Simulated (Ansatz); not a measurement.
A run of Ansatz (development build ahead of 0.2.0) on doublet BO at this shape:

```xyz
2

B     0.0000    0.0000    0.0000
O     0.0000    0.0000    1.0900
```

Its results:

```
Converged                       : yes
Reference energy                : -99.41873 hartree
Correlation energy              : -0.23056 hartree
Total energy                    : -99.64929 hartree
Spin squared of the determinant : 0.750
Stability test                  : minimum among restricted orbitals
```

Forces (eV/Å):
```json
{"atom": "B1", "Fx": "0.000", "Fy": "0.000", "Fz": "-16.419"}
{"atom": "O2", "Fx": "0.000", "Fy": "0.000", "Fz": "16.419"}
```

Question: Which input gives this output? Name the method, the orbitals and the basis set, and write the input.

Answer: ROHF-MP2 in def2-SVP.

```yaml
crystal:
  periodic: [false, false, false]
  atoms:
    - { symbol: B, position_ang: [0.0, 0.0, 0.0] }
    - { symbol: O, position_ang: [0.0, 0.0, 1.09] }
basis:
  gaussian: { orbitals: def2-SVP }
magnetization:
  initial_magnetization: 1
hamiltonian:
  xc: hf
correlation:
  method: mp2
  frozen_orbitals: { B: 1, O: 1 }
output:
  forces: true
```
